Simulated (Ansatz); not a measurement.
A made-up structure of C₂H₄B, doublet:

```xyz
7
angstrom
B -0.8973 -0.1852 -0.3824
C 0.3568 0.4360 -0.7308
C 0.3210 -0.0939 0.6324
H -2.0315 -0.4861 -0.5207
H 1.1671 0.6039 -1.4235
H 0.0165 0.5476 1.4721
H 1.2306 -0.1366 -0.9100
```

It is relaxed with PBE-D4/def2-SVP and then PBE0-D4/def2-TZVP (Ansatz 0.2.0). Atoms count as bonded within 1.22 times the sum of their covalent radii (H–H: 0.88 Å). The end point is not checked to be a true minimum.

Question: Does its bonding change? (Judge from chemistry; the calculation decides.)

Answer: Computed: No: no bond forms or breaks.

Where it ends: The first stage lowers the energy by 3.94 eV in 11 steps. It ends as C₂H₄B ([BH]1[CH][CH2]1):
```tsv
atom	x (Å)	y (Å)	z (Å)
B1	-0.9214	-0.1981	-0.3400
C2	0.5708	0.1948	-0.7163
C3	0.0562	0.1736	0.6531
H4	-1.9522	-0.6124	-0.7421
H5	1.0120	1.1082	-1.1182
H6	0.3396	0.7134	1.5435
H7	1.0582	-0.6939	-1.1429
```

Labels in which every atom is bracketed show which atoms are joined, not bond orders.

For scale, one of the runs: PBE0-D4/def2-TZVP relaxation, 117 basis functions, launched by `ansatz run in.yaml --threads 2 --pin off --events-out ev --progress --plain --max-ram 4352MiB`. The run took about 19 s on 2 CPU threads of an Arm Neoverse V2 (shared host).
